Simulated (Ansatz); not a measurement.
Calculated with Ansatz (gas phase, PBE0-D4/def2-TZVP geometries, no zero-point term in ΔE). CBS: MP2 limit from def2 TZ/QZ plus the TZ coupled-cluster correction, frozen cores. Each species was taken in one conformer, which may not be the lowest.

`C#CCOCF` → `COC1=C(F)C1`  (isomerisation)

```tsv
level	ΔE (kJ/mol)
HF/def2-QZVPP	155.3
SCS-MP2/def2-QZVPP	139.4
```

Question: What does CCSD(T)/CBS give? (Best estimate.)

Answer: Computed: +136.0 kJ/mol. The listed levels differ from it by 19.3, 3.4 kJ/mol.

Largest T1 diagnostic among the species: 0.012.

From PBE to PBE0 (25 % exact exchange), in def2-TZVPP and without D4, ΔE moves by +6.0 kJ/mol. In def2-TZVPP, CCSD(T) changes the Hartree–Fock value by −21.9 kJ/mol (the triples alone add −3.3 kJ/mol) and MP2 by −22.6 kJ/mol.
